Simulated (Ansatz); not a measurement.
## How methods differ on C2HF2 (SMILES [CH]=C(F)F)

C2HF2 has 5 atoms, charge 0, and is taken as a doublet. SMILES: `[CH]=C(F)F`. The shape was relaxed beforehand at r2SCAN/def2-SVP.

```xyz
5

C    -0.0257    0.9218   -0.0123
C     0.1667   -0.3714    0.1274
F     1.0489   -0.9206    0.9370
F    -0.4948   -1.3169   -0.5225
H    -0.6451    1.6133   -0.5711
```

Each level gives the dissociation energy of the C2–C1 bond into singlet CF2 and doublet CH (shapes relaxed at r2SCAN/def2-SVP, no zero-point term) (eV). The values are calculated.

```json
{"level": "USVWN5/def2-TZVPP", "kind": "LDA", "program": "Ansatz", "value (eV)": "6.45", "CPU time (all runs)": "4.2 s"}
{"level": "UPBE/def2-TZVPP", "kind": "GGA", "program": "Ansatz", "value (eV)": "5.60", "CPU time (all runs)": "5.1 s"}
{"level": "U-r2SCAN/def2-TZVPP", "kind": "meta-GGA", "program": "Ansatz", "value (eV)": "5.58", "CPU time (all runs)": "13 s"}
{"level": "UPBE0-D4/def2-TZVPP", "kind": "global hybrid", "program": "Ansatz", "value (eV)": "5.57", "CPU time (all runs)": "6.3 s"}
{"level": "U-wB97M-V/def2-TZVPP", "kind": "range-separated hybrid", "program": "Ansatz", "value (eV)": "5.09", "CPU time (all runs)": "19 s"}
{"level": "UB2PLYP/def2-TZVPP", "kind": "double hybrid", "program": "Ansatz", "value (eV)": "5.19", "CPU time (all runs)": "9.7 s"}
{"level": "UMP2/def2-TZVPP", "kind": "perturbation theory", "program": "Ansatz", "value (eV)": "5.28", "CPU time (all runs)": "4.1 s"}
{"level": "UCCSD(T)/def2-TZVPP", "kind": "coupled cluster or CI", "program": "Ansatz", "value (eV)": "4.97", "CPU time (all runs)": "60 s"}
```

The values span 4.97 to 6.45 eV. Spin contamination of the reference (⟨S²⟩ at least 0.1 too high) touches U-r2SCAN/def2-TZVPP, UPBE0-D4/def2-TZVPP, UB2PLYP/def2-TZVPP, UMP2/def2-TZVPP, UCCSD(T)/def2-TZVPP (up to 0.35 too high). A fragment with an even electron count was run as a singlet and may have a lower triplet. Measured bond enthalpies also hold zero-point and thermal terms, a few tenths of an eV less. The coupled-cluster rows rest on a doubtful reference here (large T1 or Brueckner and Hartree–Fock orbitals at odds), and rows may lie in different states. In so small a basis fixed costs decide the times, and correlated methods can beat functionals. Times are those of the runs behind each value, whatever else they computed, on shared processors of several kinds: orders of magnitude only.
